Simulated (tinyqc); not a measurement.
Worked calculation: CIS on RHF in the sto-3g basis, frozen core, for LiH, spin multiplicity 1. Computed by tinyqc, a small Python program that keeps every step (integrals from PySCF). Settings: charge = 0, multiplicity = 1, basis = sto-3g, method = RHF, frozen orbitals = 1, energy threshold = 1e-10, iteration cap = 84, orthogonalisation = canonical, start = atomic densities, DIIS depth = 6. Command: `OMP_NUM_THREADS=1 python tinyqc.py 20203 20204 out.jsonl` (the two numbers bound the seeds that draw the settings). One thread of a shared host (Intel(R) Xeon(R) Processor @ 2.60GHz), about 0.08 s of CPU time with the checks. The early iterations of the SCF are left out here.

## One-electron integrals

Geometry (angstrom):
```
atom        x        y        z
Li    0.00000  0.00000  0.00000
H     0.00000  0.00000  1.62100
```

Basis sto-3g: exponents (1/bohr^2) and contraction coefficients of normalised primitives:
```
element  l (shell)  exponent  coefficient
Li           s (1)  16.11958      0.15433
Li           s (1)   2.93620      0.53533
Li           s (1)   0.79465      0.44463
Li           s (2)   0.63629     -0.09997
Li           s (2)   0.14786      0.39951
Li           s (2)   0.04809      0.70012
Li           p (3)   0.63629      0.15592
Li           p (3)   0.14786      0.60768
Li           p (3)   0.04809      0.39196
H            s (1)   3.42525      0.15433
H            s (1)   0.62391      0.53533
H            s (1)   0.16886      0.44463
```

Overlap, kinetic and nuclear-attraction integrals over the contracted functions; the nuclear repulsion is the sum of Za Zb / Rab.

nuclear repulsion = 0.9793533 hartree

overlap S, lower triangle:
```
          1Li 1s   1Li 2s  1Li 2px  1Li 2py  1Li 2pz    2H 1s
1Li 1s   1.00000
1Li 2s   0.24114  1.00000
1Li 2px  0.00000  0.00000  1.00000
1Li 2py  0.00000  0.00000  0.00000  1.00000
1Li 2pz  0.00000  0.00000  0.00000  0.00000  1.00000
2H 1s    0.06360  0.39003  0.00000  0.00000  0.50891  1.00000
```

kinetic energy T (hartree), lower triangle:
```
           1Li 1s   1Li 2s  1Li 2px  1Li 2py  1Li 2pz    2H 1s
1Li 1s    3.57679
1Li 2s   -0.02024  0.10216
1Li 2px   0.00000  0.00000  0.31968
1Li 2py   0.00000  0.00000  0.00000  0.31968
1Li 2pz   0.00000  0.00000  0.00000  0.00000  0.31968
2H 1s    -0.01534  0.04076  0.00000  0.00000  0.12537  0.76003
```

nuclear attraction V (hartree), lower triangle:
```
           1Li 1s    1Li 2s   1Li 2px   1Li 2py   1Li 2pz     2H 1s
1Li 1s   -8.30933
1Li 2s   -1.04306  -1.49572
1Li 2px   0.00000   0.00000  -1.45353
1Li 2py   0.00000   0.00000   0.00000  -1.45353
1Li 2pz  -0.01569  -0.12100   0.00000   0.00000  -1.55071
2H 1s    -0.27330  -0.72097   0.00000   0.00000  -0.95304  -2.20364
```

core Hamiltonian H = T + V (hartree), lower triangle:
```
           1Li 1s    1Li 2s   1Li 2px   1Li 2py   1Li 2pz     2H 1s
1Li 1s   -4.73255
1Li 2s   -1.06330  -1.39355
1Li 2px   0.00000   0.00000  -1.13385
1Li 2py   0.00000   0.00000   0.00000  -1.13385
1Li 2pz  -0.01569  -0.12100   0.00000   0.00000  -1.23102
2H 1s    -0.28864  -0.68021   0.00000   0.00000  -0.82767  -1.44361
```

## Two-electron integrals

Functions are numbered as in S; the eight-fold symmetry (ij|kl) = (ji|kl) = (kl|ij) leaves the list below.

Two-electron integrals (ij|kl) in chemists' order, unique and non-zero (hartree):
```
(11|11) 1.68040   (21|11) 0.26542   (21|21) 0.04994   (22|11) 0.39773
(22|21) 0.09286   (22|22) 0.29056   (31|31) 0.00898   (32|31) 0.01379
(32|32) 0.06418   (33|11) 0.39664   (33|21) 0.09288   (33|22) 0.29050
(33|33) 0.31295   (41|41) 0.00898   (42|41) 0.01379   (42|42) 0.06418
(43|43) 0.01687   (44|11) 0.39664   (44|21) 0.09288   (44|22) 0.29050
(44|33) 0.27921   (44|44) 0.31295   (51|51) 0.00898   (52|51) 0.01379
(52|52) 0.06418   (53|53) 0.01687   (54|54) 0.01687   (55|11) 0.39664
(55|21) 0.09288   (55|22) 0.29050   (55|33) 0.27921   (55|44) 0.27921
(55|55) 0.31295   (61|11) 0.06805   (61|21) 0.01287   (61|22) 0.02435
(61|33) 0.02406   (61|44) 0.02406   (61|51) 0.00152   (61|52) 0.00295
(61|55) 0.02493   (61|61) 0.00362   (62|11) 0.14735   (62|21) 0.03476
(62|22) 0.11348   (62|33) 0.10780   (62|44) 0.10780   (62|51) 0.00567
(62|52) 0.03324   (62|55) 0.12473   (62|61) 0.01068   (62|62) 0.07177
(63|31) 0.00291   (63|32) 0.01321   (63|53) 0.00523   (63|63) 0.00538
(64|41) 0.00291   (64|42) 0.01321   (64|54) 0.00523   (64|64) 0.00538
(65|11) 0.17896   (65|21) 0.04268   (65|22) 0.14478   (65|33) 0.13507
(65|44) 0.13507   (65|51) 0.00881   (65|52) 0.05085   (65|55) 0.16401
(65|61) 0.01368   (65|62) 0.10058   (65|65) 0.14321   (66|11) 0.32533
(66|21) 0.07812   (66|22) 0.27899   (66|33) 0.25473   (66|44) 0.25473
(66|51) 0.01490   (66|52) 0.10505   (66|55) 0.32714   (66|61) 0.02516
(66|62) 0.21875   (66|65) 0.31892   (66|66) 0.77461
```

## Orthogonalisation

S = U s U^T; canonical form X = U s^(-1/2), so that X^T S X = 1. Each column of U has its largest component positive (the first on a tie).

eigenvalues of S: 0.35281  0.79918  1.00000  1.00000  1.17119  1.67683

X:
```
                1         2        3         4         5        6
1Li 1s    0.17150   0.79957  0.00000   0.00000   0.60209  0.17967
1Li 2s   -0.76878  -0.61967  0.00000   0.00000   0.47108  0.36607
1Li 2px   0.00000   0.00000  0.96946  -0.24527   0.00000  0.00000
1Li 2py   0.00000   0.00000  0.24527   0.96946   0.00000  0.00000
1Li 2pz  -0.91973   0.44416  0.00000   0.00000  -0.49195  0.39412
2H 1s     1.16965  -0.17527  0.00000   0.00000  -0.16548  0.52416
```

Within a degenerate level the vectors are fixed only up to a rotation; this is one choice.

## Iteration 8 (converged): orbitals

converged F (hartree), lower triangle:
```
           1Li 1s    1Li 2s  1Li 2px  1Li 2py   1Li 2pz     2H 1s
1Li 1s   -2.34665
1Li 2s   -0.63996  -0.22653
1Li 2px   0.00000   0.00000  0.16395
1Li 2py   0.00000   0.00000  0.00000  0.16395
1Li 2pz   0.01423  -0.10286  0.00000  0.00000   0.00209
2H 1s    -0.17363  -0.26548  0.00000  0.00000  -0.23371  -0.14555
```

Diagonalise F' = X^T F X, C = X C', fill 2 alpha and 2 beta electrons from the bottom; D = 2 C_occ C_occ^T. Each column has its largest component positive (the first on a tie).

F' = X^T F X (hartree), lower triangle:
```
          1         2        3        4         5         6
1   0.52915
2  -0.13181  -0.86300
3   0.00000   0.00000  0.16395
4   0.00000   0.00000  0.00000  0.16395
5  -0.08855  -1.09219  0.00000  0.00000  -1.19029
6  -0.03978  -0.37634  0.00000  0.00000  -0.49798  -0.48877
```

orbital energies (hartree): MO1 -2.34927, MO2 -0.28347, MO3 0.07802, MO4 0.16395, MO5 0.16395, MO6 0.54180

coefficients C:
```
              MO1       MO2       MO3       MO4      MO5       MO6
1Li 1s    0.99127  -0.16576  -0.21031   0.00000  0.00000   0.09588
1Li 2s    0.03282   0.45709   0.79926   0.00000  0.00000  -0.69434
1Li 2px   0.00000   0.00000   0.00000  -0.45459  0.89070   0.00000
1Li 2py   0.00000   0.00000   0.00000   0.89070  0.45459   0.00000
1Li 2pz  -0.00616   0.34528  -0.61176   0.00000  0.00000  -0.97315
2H 1s     0.00389   0.55035  -0.14175   0.00000  0.00000   1.17386
```

D after iteration 8, lower triangle:
```
           1Li 1s   1Li 2s  1Li 2px  1Li 2py  1Li 2pz    2H 1s
1Li 1s    2.02019
1Li 2s   -0.08647  0.42001
1Li 2px   0.00000  0.00000  0.00000
1Li 2py   0.00000  0.00000  0.00000  0.00000
1Li 2pz  -0.12667  0.31524  0.00000  0.00000  0.23852
2H 1s    -0.17474  0.50337  0.00000  0.00000  0.38000  0.60579
```

Within a degenerate level the vectors are fixed only up to a rotation; this is one choice.

## Convergence

Stop when the energy changes by less than 1e-10 hartree and every element of the error matrix X^T (F D S - S D F) X is below 3e-06.

Course of the cycle:
```
iteration  E (hartree)     change  largest element of the error matrix
1           -7.6651410          -                             1.59e-01
2           -7.8525359  -1.87e-01                             8.67e-02
3           -7.8600274  -7.49e-03                             1.52e-02
4           -7.8609526  -9.25e-04                             5.33e-03
5           -7.8611101  -1.57e-04                             2.67e-04
6           -7.8611104  -3.42e-07                             1.86e-05
7           -7.8611104  -2.27e-09                             3.98e-07
8           -7.8611104  -5.10e-13                             4.36e-08
```

PySCF RHF in the same basis = -7.8611104 hartree

Converged in 8 iterations.

## Integrals over molecular orbitals

(pq|rs) = sum C_ip C_jq C_kr C_ls (ij|kl), one index at a time.

one-electron integrals over orbitals h = C^T H C (hartree), lower triangle:
```
          1         2         3         4         5         6
1  -4.72314
2   0.10475  -1.48458
3   0.16672   0.03230  -1.12413
4   0.00000   0.00000   0.00000  -1.13385
5   0.00000   0.00000   0.00000   0.00000  -1.13385
6  -0.03625  -0.04699   0.03005   0.00000   0.00000  -0.95456
```

Two-electron integrals over orbitals (pq|rs), unique and non-zero (hartree); the lowest 1 orbital is frozen and left out:
```
(22|22) 0.48586    (32|22) -0.04894   (32|32) 0.01328    (33|22) 0.22302
(33|32) 0.00776    (33|33) 0.33765    (42|42) 0.02331    (43|42) 0.01930
(43|43) 0.04127    (44|22) 0.26914    (44|32) 0.00600    (44|33) 0.28194
(44|44) 0.31295    (52|52) 0.02331    (53|52) 0.01930    (53|53) 0.04127
(54|54) 0.01687    (55|22) 0.26914    (55|32) 0.00600    (55|33) 0.28194
(55|44) 0.27921    (55|55) 0.31295    (62|22) 0.12573    (62|32) -0.03486
(62|33) -0.01295   (62|44) -0.01735   (62|55) -0.01735   (62|62) 0.12416
(63|22) -0.05148   (63|32) 0.00963    (63|33) 0.03597    (63|44) 0.00242
(63|55) 0.00242    (63|62) -0.03210   (63|63) 0.02650    (64|42) -0.01957
(64|43) -0.01368   (64|64) 0.01976    (65|52) -0.01957   (65|53) -0.01368
(65|65) 0.01976    (66|22) 0.45299    (66|32) -0.04360   (66|33) 0.24130
(66|44) 0.26784    (66|55) 0.26784    (66|62) 0.13284    (66|63) -0.04418
(66|66) 0.45302
```

## CIS matrix, singlets

A(ia,jb) = (e_a - e_i) d_ij d_ab + 2 (ia|jb) - (ij|ab).

CIS matrix A, singlet (hartree), lower triangle:
```
          2>3      2>4      2>5      2>6
2>3   0.16504
2>4   0.00000  0.22490
2>5   0.00000  0.00000  0.22490
2>6  -0.01823  0.00000  0.00000  0.62060
```

## CIS singlet states

dipole integrals <i|r|a> (bohr):
```
            x        y         z
2>3   0.00000  0.00000  -0.44479
2>4  -0.44407  0.87008   0.00000
2>5   0.87008  0.44407   0.00000
2>6   0.00000  0.00000   0.72658
```

Diagonalise A (1 hartree = 27.211386 eV); each vector has its largest component positive (the first on a tie). The transition dipole is mu = sqrt2 sum c_ia <i|r|a>.

singlet excitation energies (eV): 4.47106  6.11980  6.11980  16.90734

lowest vectors:
```
     state 1   state 2  state 3   state 4
2>3  0.99920   0.00000  0.00000  -0.03992
2>4  0.00000   0.98934  0.14564   0.00000
2>5  0.00000  -0.14564  0.98934   0.00000
2>6  0.03992   0.00000  0.00000   0.99920
```

oscillator strengths 2/3 w |mu|^2: 0.03781  0.28614  0.28614  0.45827

Within a degenerate level the vectors are fixed only up to a rotation; this is one choice.

## CIS matrix, triplets

A(ia,jb) = (e_a - e_i) d_ij d_ab - (ij|ab).

CIS matrix A, triplet (hartree), lower triangle:
```
         2>3      2>4      2>5      2>6
2>3  0.13848
2>4  0.00000  0.17828
2>5  0.00000  0.00000  0.17828
2>6  0.05148  0.00000  0.00000  0.37229
```

## CIS triplet states

Diagonalise A (1 hartree = 27.211386 eV); each vector has its largest component positive (the first on a tie).

triplet excitation energies (eV): 3.47342  4.85129  4.85129  10.42524

lowest vectors:
```
      state 1   state 2  state 3  state 4
2>3   0.97857   0.00000  0.00000  0.20593
2>4   0.00000   0.86238  0.50627  0.00000
2>5   0.00000  -0.50627  0.86238  0.00000
2>6  -0.20593   0.00000  0.00000  0.97857
```

Within a degenerate level the vectors are fixed only up to a rotation; this is one choice.
